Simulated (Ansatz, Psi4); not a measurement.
C2H3ClO (acetyl chloride): from total energies to a heat of formation

The species is C2H3ClO (7 atoms), meant as a singlet with charge 0. As SMILES, `CC(=O)Cl`. The shape is that of a PBE0-D4/def2-TZVP optimisation.

Total energies at wB97X-V/cc-pVDZ (Psi4 1.11); the atoms run unrestricted:

```
species    state  energy (Eh)
C2H3ClO  singlet  -613.345938
      C  triplet   -37.840150
      O  triplet   -75.042370
     Cl  doublet  -460.072309
      H  doublet    -0.499621
```

Harmonic wavenumbers at PBE0-D4/def2-TZVP, in cm⁻¹: 136, 346, 451, 528, 622, 972, 1041, 1124, 1383, 1454, 1457, 1909, 3072, 3150, 3180.

Measured heats of formation of the gaseous atoms at 298.15 K, in kJ/mol: C 716.9, O 249.2, Cl 121.3, H 218.0. Spin-orbit lowering of the atoms at 298 K (mean of the ground term's levels less their thermal mean, from spectra), in kJ/mol: C 0.02, O 0.40, Cl 3.44. Take 1 Eh = 2625.50 kJ/mol, 1 cm⁻¹ = 0.0119627 kJ/mol, RT = 2.479 kJ/mol.

What heat of formation follows?


1. Electronic atomisation energy: 2 × (-37.840150) + (-75.042370) + (-460.072309) + 3 × (-0.499621) − (-613.345938) = 1.052096 Eh = 2762.3 kJ/mol.
2. Zero-point energy: half the sum of the wavenumbers, 10412.5 cm⁻¹ = 124.6 kJ/mol.
3. Thermal vibrational enthalpy, Σ hcν̃/(exp(hcν̃/kT) − 1): 4.6 kJ/mol. Translation, rotation and pV of a non-linear molecule: 4 RT = 9.9 kJ/mol.
4. The 7 free atoms carry 5/2 RT each: 43.4 kJ/mol.
5. Spin-orbit coupling lowers the free atoms by 2 × 0.02 + 0.40 + 3.44 = 3.9 kJ/mol.
6. Atomisation enthalpy at 298 K: 2762.3 − 3.9 − 124.6 − 4.6 − 9.9 + 43.4 = 2662.7 kJ/mol.
7. Sum of the atoms' heats of formation: 2458.3 kJ/mol. Heat of formation: 2458.3 − 2662.7 = -204.4 kJ/mol.

The tabulated value is -241.5 kJ/mol (Active Thermochemical Tables), so this level is off by +37.1 kJ/mol, or 1.4 % of the atomisation enthalpy that the table implies (2699.7 kJ/mol). Anharmonicity and any spin-orbit splitting of the molecule are left out.
